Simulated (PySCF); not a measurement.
Potential energy of LiN along the bond

Set-up: Li def2-TZVP, N def2-TZVP; no relativity (PySCF 2.14). Energies in eV from Li + N in their ground configurations at the same level. State: ³Σ⁻ (triplet), unpaired electrons π ↑↑.

All columns are PBE0. A positive dipole means Li(−)N(+).

| R (Å) | E (eV) | μ (D) | Mulliken charge on Li (basis-dependent) | HOMO (eV) | LUMO (eV) | Mayer bond order | ⟨S²⟩ |
| --- | --- | --- | --- | --- | --- | --- | --- |
| 1.599 | -1.203 | -6.30 | 0.74 | -4.37 | -1.22 | 0.48 | 2.00 |
| 1.673 | -1.422 | -6.46 | 0.74 | -4.37 | -1.26 | 0.49 | 2.00 |
| 1.748 | -1.544 | -6.61 | 0.73 | -4.35 | -1.29 | 0.50 | 2.01 |
| 1.803 | -1.587 | -6.72 | 0.72 | -4.33 | -1.32 | 0.51 | 2.01 |
| 1.859 | -1.600 | -6.81 | 0.71 | -4.31 | -1.35 | 0.52 | 2.01 |
| 1.915 | -1.588 | -6.89 | 0.70 | -4.28 | -1.38 | 0.54 | 2.01 |
| 1.989 | -1.543 | -6.98 | 0.69 | -4.25 | -1.43 | 0.56 | 2.02 |
| 2.082 | -1.455 | -7.03 | 0.66 | -4.20 | -1.56 | 0.59 | 2.03 |
| 2.194 | -1.324 | -6.96 | 0.62 | -4.16 | -1.70 | 0.63 | 2.06 |
| 2.342 | -1.133 | -6.58 | 0.55 | -4.13 | -1.87 | 0.66 | 2.14 |

A fit through these points gives, at Re = 1.857 Å, μ = -6.81 D and dμ/dR = -1.59 D/Å; the reduced mass is 4.674 u.

Q: How strong is the fundamental in the double-harmonic approximation, I = 42.26·(dμ/dR)²/μred km/mol?

A: I = 42.26·(-1.59)²/4.674 = 22.9 km/mol at PBE0.

⟨S²⟩ of the unrestricted solution departs from its pure value on part of the curve, where spin states mix. The state is the lowest determinant that a PBE0 search found; another state may lie lower at other levels.
